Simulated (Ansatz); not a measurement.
Si2H6S⁺, that is (H3Si)2S with one electron fewer. Total charge 1; doublet. Geometry PBE-D4/def2-TZVP, that of the neutral singlet.

```tsv
atom	x (Å)	y (Å)	z (Å)
Si1	0.1243	-0.9020	-1.3410
H2	0.5386	0.3371	-2.0677
H3	-1.3691	-0.9711	-1.3217
H4	0.6820	-2.1047	-2.0256
S5	0.9220	-0.9295	0.6563
Si6	-0.0613	0.8390	1.3855
H7	-1.5476	0.6874	1.3290
H8	0.3300	2.0393	0.5844
H9	0.3811	1.0044	2.8007
```

Task: Estimate the α-spin orbital energies around the gap (eV) in Ansatz with PBE-D4/def2-TZVP, r2SCAN-D4/def2-TZVP, PBE0-D4/def2-TZVP.

Result: 
```csv
orbital,PBE-D4/def2-TZVP,r2SCAN-D4/def2-TZVP,PBE0-D4/def2-TZVP
HOMO−5,-15.25,-15.71,-16.71
HOMO−4,-14.91,-15.34,-16.41
HOMO−3,-13.99,-14.32,-15.25
HOMO−2,-13.70,-14.05,-15.03
HOMO−1,-13.39,-13.81,-14.75
HOMO,-13.33,-13.73,-14.69
LUMO,-6.53,-6.20,-5.66
LUMO+1,-6.20,-5.88,-5.28
LUMO+2,-5.98,-5.68,-5.11
LUMO+3,-5.49,-5.19,-4.63
LUMO+4,-4.55,-4.03,-3.64
LUMO+5,-4.33,-3.91,-3.41
β HOMO,-13.34,-13.68,-14.64
β LUMO,-12.29,-12.18,-11.49
```
